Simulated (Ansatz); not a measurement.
Job for Ansatz (a program for electronic structure): U-B3LYP-D3(BJ)/def2-TZVP on CH2 (SMILES [CH2]), 2S+1 = 3.

Ansatz 0.2 input:
```yaml
crystal:
  periodic: [false, false, false]
  atoms:
    - {symbol: C, position_ang: [0.00323690, 0.27886237, 0.01107586]}
    - {symbol: H, position_ang: [-1.00951776, -0.13774012, -0.02334940]}
    - {symbol: H, position_ang: [0.98140431, -0.10559354, -0.04046620]}
basis:
  gaussian:
    orbitals: def2-TZVP
hamiltonian:
  xc: b3lyp
  dispersion: d3bj
magnetization: {spin_polarized: true, initial_magnetization: 2}
relax: {f_tol: 0.003, max_steps: 120}
```

Output:

```
WARN ansatz: RAYON_NUM_THREADS=1 ignored (pool sized by the plan → 1); use --threads N
Functional definition: B3LYP
integrals: 0.00 GiB planned
268 factors; their error is unknown
mean field: 0.08 GiB planned
mean field evaluation 1: about -1064.2169 eV, gradient 1.8e1 eV
mean field evaluation 2: about -1064.5220 eV, gradient 1.6e1 eV
mean field evaluation 4: about -1065.8337 eV, gradient 2.0e-1 eV
mean field evaluation 8: about -1065.8289 eV, gradient 3.7e-3 eV
mean field -1065.82892378 eV, -39.1684905043 hartree, gradient 2.7e-5 eV, S^2 2.005483; 0 other end points of the search recorded, 0 dependent functions left out
the calculation of the forces begins
reference -1065.82909555 eV, -39.1684968167 hartree; 5, 3 occupied and 38, 40 virtual orbitals, 268 factors
relax step   1: F+E_penalty+E_count = -1065.85168807 eV  Δ(F+E_penalty+E_count) = +0.000e0 eV  max|allowed force component| = 1.517e0 eV/Å  Δτ_max = 0.0000 Å  (23 SCF iters, accepted)
these checks for a lower state are left out or cut short: starts, cluster_reference, orbital_swaps, neighbouring_geometries, increment
integrals: 0.00 GiB planned
268 factors; their error is unknown
mean field: 0.08 GiB planned
mean field evaluation 16: about -1065.8513 eV, gradient 2.2e-3 eV
mean field -1065.84626713 eV, -39.1691278604 hartree, gradient 4.7e-6 eV, S^2 2.005466; 0 other end points of the search recorded, 0 dependent functions left out
the calculation of the forces begins
reference -1065.84643898 eV, -39.1691341758 hartree; 5, 3 occupied and 38, 40 virtual orbitals, 268 factors
relax step   2: F+E_penalty+E_count = -1065.86902908 eV  Δ(F+E_penalty+E_count) = -1.734e-2 eV  max|allowed force component| = 3.605e-1 eV/Å  Δτ_max = 0.0115 Å  (28 SCF iters, accepted)
these checks for a lower state are left out or cut short: starts, cluster_reference, orbital_swaps, neighbouring_geometries, increment
integrals: 0.00 GiB planned
268 factors; their error is unknown
mean field: 0.08 GiB planned
mean field -1065.84729777 eV, -39.1691657358 hartree, gradient 4.7e-6 eV, S^2 2.005346; 0 other end points of the search recorded, 0 dependent functions left out
the calculation of the forces begins
reference -1065.84746976 eV, -39.1691720564 hartree; 5, 3 occupied and 38, 40 virtual orbitals, 268 factors
relax step   3: F+E_penalty+E_count = -1065.87006417 eV  Δ(F+E_penalty+E_count) = -1.035e-3 eV  max|allowed force component| = 3.433e-2 eV/Å  Δτ_max = 0.0086 Å  (28 SCF iters, accepted)
these checks for a lower state are left out or cut short: starts, cluster_reference, orbital_swaps, neighbouring_geometries, increment
integrals: 0.00 GiB planned
268 factors; their error is unknown
mean field: 0.08 GiB planned
mean field evaluation 32: about -1065.8525 eV, gradient 2.2e-4 eV
mean field -1065.84745533 eV, -39.1691715262 hartree, gradient 4.7e-6 eV, S^2 2.005419; 0 other end points of the search recorded, 0 dependent functions left out
the calculation of the forces begins
reference -1065.84762728 eV, -39.1691778452 hartree; 5, 3 occupied and 38, 40 virtual orbitals, 268 factors
relax step   4: F+E_penalty+E_count = -1065.87021838 eV  Δ(F+E_penalty+E_count) = -1.542e-4 eV  max|allowed force component| = 6.851e-3 eV/Å  Δτ_max = 0.0040 Å  (29 SCF iters, accepted)
these checks for a lower state are left out or cut short: starts, cluster_reference, orbital_swaps, neighbouring_geometries, increment
integrals: 0.00 GiB planned
268 factors; their error is unknown
mean field: 0.08 GiB planned
mean field -1065.84745658 eV, -39.1691715719 hartree, gradient 3.9e-5 eV, S^2 2.005415; 0 other end points of the search recorded, 0 dependent functions left out
the calculation of the forces begins
reference -1065.84762852 eV, -39.1691778908 hartree; 5, 3 occupied and 38, 40 virtual orbitals, 268 factors
relax step   5: F+E_penalty+E_count = -1065.87021989 eV  Δ(F+E_penalty+E_count) = -1.518e-6 eV  max|allowed force component| = 4.595e-4 eV/Å  Δτ_max = 0.0003 Å  (17 SCF iters, accepted)
integrals: 0.00 GiB planned
268 factors; their error is unknown
mean field: 0.08 GiB planned
mean field -1065.84745658 eV, -39.1691715719 hartree, gradient 3.9e-5 eV, S^2 2.005415; 1 other end points of the search recorded, 0 dependent functions left out
the calculation of the forces begins
reference -1065.84762852 eV, -39.1691778908 hartree; 5, 3 occupied and 38, 40 virtual orbitals, 268 factors
Total energy: -1065.87039184 eV, -39.1700144272 hartree
Atom 0 at    -0.011612     0.285148     0.011907 Å, force    -0.000021     0.000434     0.000047 eV/Å
Atom 1 at    -1.002759    -0.137871    -0.023433 Å, force    -0.000439    -0.000220    -0.000019 eV/Å
Atom 2 at     0.989495    -0.111748    -0.041213 Å, force     0.000459    -0.000214    -0.000028 eV/Å
Dipole moment:     0.001637    -0.134791    -0.014542 e Å
```

The calculation finished and met its thresholds.

Cost: about 0.8 core-seconds (a rough figure).
